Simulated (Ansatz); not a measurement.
Ansatz (an electronic-structure program) input (HF/6-31G*):

Ansatz 0.2 input:
```yaml
crystal:
  periodic: [false, false, false]
  atoms:
    - {symbol: C, position_ang: [-0.15027390, -1.69813024, 0.02204921]}
    - {symbol: C, position_ang: [0.55472011, -0.55452147, 0.01154741]}
    - {symbol: C, position_ang: [-0.06709893, 0.73230550, -0.01045825]}
    - {symbol: H, position_ang: [0.13102631, -2.73008813, 0.03813144]}
    - {symbol: H, position_ang: [1.63315488, -0.56075580, 0.01939702]}
    - {symbol: N, position_ang: [-0.54118069, 1.77327445, -0.02805124]}
basis:
  gaussian:
    orbitals: 6-31G*
hamiltonian:
  xc: {name: HF}
magnetization: {spin_polarized: true, initial_magnetization: 1}
phonons: {temperatures: {t_min: 298.15, t_max: 298.15, t_step: 100}}
```

**Question.** Which harmonic wavenumbers does it give?

**Answer.** 266, 398, 618, 701, 872, 882, 1103, 1321, 1544, 2316, 3319, 3455 cm⁻¹ (unscaled; negative means imaginary).

The determinant is spin-contaminated: <S^2> is 1.20 against 0.75 for a pure state.
